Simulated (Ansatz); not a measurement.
Cartesian coordinates (Å):
SMILES: F[Si](F)(F)F
```xyz
5

F      1.4768    -0.4605    -0.2150
Si     0.0000     0.0000     0.0000
F     -0.0513     1.5582     0.0915
F     -0.8751    -0.4800    -1.2012
F     -0.5503    -0.6177     1.3247
```
Charge 0, multiplicity 1.

The numbers are results of frozen-core CCSD(T)/cc-pVTZ // PBE0-D3(BJ)/def2-TZVP in Ansatz (a first-principles code), not measurements.

```
Property                       Result
----------------------  -------------
HF energy               -687.14780 Ha
MP2 correlation energy    -1.10908 Ha
```

Task: Estimate the CCSD correlation energy, the (T) correction, the total energy and the T1 diagnostic.

Result: 
```json
{
 "CCSD correlation energy": "-1.10746 Ha",
 "(T) correction": "-0.03109 Ha",
 "CCSD(T) total energy": "-688.28635 Ha",
 "T1 diagnostic": "0.011"
}
```
